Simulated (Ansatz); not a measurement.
## H₂Se, singlet along the distance Se1-H3

Starting geometry (PBE0/def2-TZVP stationary point for this spin, not checked as a minimum):

```xyz
3

Se    0.0000   -0.0256    0.0000
H     0.0000    1.0009   -1.0478
H     0.0000    1.0009    1.0478
```

From there H3 moves along the line of the two atoms named below, all else staying in place; atoms are numbered as listed. Energies are in kJ/mol, counted from the starting geometry at the same level. Kohn–Sham curves are unrestricted where that lies lower, except RKS.

Basis 6-31G (Cartesian d functions); Ansatz 0.2.0. Correlated methods freeze the noble-gas cores and the filled d shells of p-block atoms. No spin–orbit coupling is included, and no scalar relativity.

Unrestricted Kohn–Sham rows aren't spin-pure: their determinants' ⟨S²⟩ exceeds S(S+1) by up to 1.00, so they mix in states of higher spin.

In so small a basis the reference is far from its limit while semilocal and hybrid functionals are nearer theirs (RPA and double hybrids share much of the reference's basis error), so the functionals' errors here hold much of the reference's basis and frozen-core error, which can add to them or hide them.

Full CI is exact within this basis and frozen core; it isn't the basis-set limit.

```tsv
distance Se1-H3 (Å)	full CI	PBE	r2SCAN	PBE0	B3LYP	wB97X-V	wB97M-V	B2PLYP	PBE-QIDH	RKS PBE0	RPA-PBE
1.146	212.2	212.9	203.4	204.4	206.6	201.3	200.8	204.9	199.7	204.4	217.3
1.349	25.4	26.3	22.9	22.7	23.9	21.3	21.5	22.9	20.5	22.7	27.0
1.467	0.0	0.0	0.0	0.0	0.0	0.0	0.0	0.0	0.0	0.0	0.0
1.618	8.8	8.4	12.5	13.2	11.3	15.5	14.7	12.7	16.0	13.2	7.3
1.758	37.0	38.0	45.4	47.0	43.2	51.9	49.9	45.6	52.1	47.0	34.8
1.976	93.0	100.2	112.1	115.6	108.7	125.1	121.0	112.1	123.5	115.6	91.2
2.305	171.4	197.6	214.2	221.6	210.5	235.8	230.7	220.1	230.6	222.4	175.1
2.647	227.1	275.2	274.1	281.7	277.1	290.7	288.9	272.3	273.0	317.5	252.0
3.229	267.5	315.8	313.5	311.9	314.3	317.4	317.4	298.1	293.2	430.7	276.3
3.992	277.7	325.8	324.8	318.9	323.6	323.5	323.4	304.3	297.6	508.9	271.9
4.888	279.0	327.8	326.9	320.2	325.4	324.6	324.8	305.4	298.3	547.0	269.2
```

Q: Judged by the spread of the error over the points with a reference (largest less smallest), which of these follows full CI best and which worst?

A: Subtracting the full CI column from each: best RPA-PBE (errors from -9.8 to 24.9, spread 34.7 kJ/mol), worst RKS PBE0 (from -7.9 to 267.9, spread 275.8 kJ/mol). Functionals and wave-function methods converge differently with the basis, so part of this is basis effect.

wB97X-V at 4.888 Å lies 45.5 kJ/mol (16 %) above the reference in this basis. RKS PBE0 keeps both spins in the same orbitals, so it can't give open-shell fragments and ends 267.9 kJ/mol too high at 4.888 Å. PBE0 at 4.888 Å lies 41.2 kJ/mol (15 %) above the reference in this basis. r2SCAN at 4.888 Å lies 47.9 kJ/mol (17 %) above the reference in this basis.
